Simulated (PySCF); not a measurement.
Point-charge models of nitroxyl (`N=O`) against its computed dipole.

Coordinates (GFN2-xTB, Å) and charges (e) from the PBE0/pcSseg-1 density (PySCF):

```
atom       x       y       z  Mulliken      IAO  Hirshfeld  ESP-fitted
  N1  -0.052   0.417  -0.003   +0.0503  -0.0240    -0.0058     -0.2174
  O2   0.973  -0.209  -0.012   -0.2200  -0.1938    -0.1008     -0.0881
  H3  -0.909  -0.211   0.002   +0.1697  +0.2178    +0.1067     +0.3054
```

Task: Compute μ = Σ q r for each scheme (1 e·Å = 4.803 D) and compare with the dipole of the full density.

Result: The full density gives (-1.71, -0.73, 0.01) D, 1.86 D in size; dipole vectors point from the negative to the positive end.

```
    scheme     μx     μy    μz  size (D)  share of the full size (%)  angle to the full dipole (°)
  Mulliken  -1.78   0.15  0.01      1.79                          96                            28
       IAO  -1.85  -0.07  0.01      1.85                          99                            21
 Hirshfeld  -0.94  -0.02  0.01      0.94                          50                            22
ESP-fitted  -1.69  -0.66  0.01      1.81                          97                             2
```

Task: Which set comes closest?

Result: Length of the difference vector: ESP-fitted 0.08 D, IAO 0.67 D, Mulliken 0.88 D, Hirshfeld 1.06 D. Closest: ESP-fitted. The schemes that divide the density aren't constrained to reproduce the dipole.

Task: What is left for the Hirshfeld atoms' own dipoles?

Result: The Hirshfeld atoms' densities add up to the full density, so μ = Σ q r + Σ (atomic dipoles). The atomic dipoles sum to (-1.71, -0.73, 0.01) − (-0.94, -0.02, 0.01) = (-0.77, -0.71, 0.00) D, 1.06 D in size.

Task: Give the size of the full dipole in other units.

Result: 1.86 D = 0.733 au = 0.388 e·Å = 6.22 × 10⁻³⁰ C·m.

Isolated species at its GFN2-xTB geometry, gas phase.
